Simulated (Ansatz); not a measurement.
# H2S ··· CH4

The pair of H2S (SMILES S, atoms 1–3) and CH4 (SMILES C, atoms 4–8), both closed shells, in one local arrangement (a lower one may exist), relaxed at PBE0-D4/def2-TZVP:

| atom | x (Å) | y (Å) | z (Å) |
| --- | --- | --- | --- |
| S1 | 0.1501 | 0.0865 | -2.7283 |
| H2 | -1.0035 | -0.0368 | -2.0549 |
| H3 | 0.8752 | -0.1898 | -1.6342 |
| C4 | -0.0049 | 0.0283 | 1.2819 |
| H5 | -0.3233 | 0.1903 | 2.3111 |
| H6 | -0.2161 | 0.9200 | 0.6920 |
| H7 | -0.5434 | -0.8240 | 0.8677 |
| H8 | 1.0660 | -0.1746 | 1.2647 |

Ansatz 0.2.0; basis: def2-TZVPPD, with def2-QZVPPD for the basis limit; cores frozen in the correlated methods. B3LYP uses VWN-RPA correlation. Extrapolation: Hartree–Fock as exp(−7.88 √X), correlation as X^−2.97. Interaction energies count from these two fragments, frozen as in the pair, with the counterpoise correction; negative means bound.

Question: What is the interaction energy by CCSD(T) at an estimated basis limit (MP2 extrapolated from triple and quadruple zeta, plus CCSD(T) − MP2 in triple zeta)? (Judge from chemistry; the value comes from the calculation.)

Answer: By the calculation: -3.0 kJ/mol. Hartree–Fock alone gives 1.8 kJ/mol at the basis limit, so without correlation the pair would not bind at this distance. It counts from the two fragments frozen as in the pair.

The same quantity by other methods in triple zeta, and each one's difference from that estimate:
| method | E_int (kJ/mol) | difference |
| --- | --- | --- |
| PBE-D4 | -3.7 | -0.7 |
| revPBE-D4 | -2.8 | 0.2 |
| BLYP-D4 | -2.0 | 1.0 |
| r2SCAN-D4 | -3.1 | -0.1 |
| B97M-V | -2.7 | 0.3 |
| PBE0-D4 | -3.3 | -0.3 |
| B3LYP-D4 | -2.5 | 0.4 |
| HSE06-D4 | -3.3 | -0.3 |
| wB97X-V | -2.9 | 0.1 |
| wB97M-V | -2.6 | 0.4 |
| B2PLYP | -0.3 | 2.7 |
| HF | 1.8 | 4.8 |
| MP2 | -2.6 | 0.4 |
| CCSD | -1.9 | 1.1 |
| CCSD(T) | -2.5 | 0.5 |
Differences are method less estimate.

Question: Which atoms make the shortest contact between the fragments?

Answer: H3 and H6, 2.80 Å apart.

Basis-set superposition shift (counterpoise-corrected less uncorrected): CCSD(T) 1.0; MP2 0.9; HF 0.1; PBE0-D4 0.1; wB97M-V 0.2 kJ/mol.

No T1 diagnostic of these runs exceeds 0.011.

For scale, one of the runs: CCSD(T)/def2-TZVPPD, 190 basis functions, launched by `ansatz run in.yaml --threads 2 --pin off --events-out ev --progress --plain --max-ram 5222MiB`. Time: 25 s of wall clock on 2 CPU threads of an Arm Neoverse V1; the host was shared. Peak host memory: 1.9 GiB.
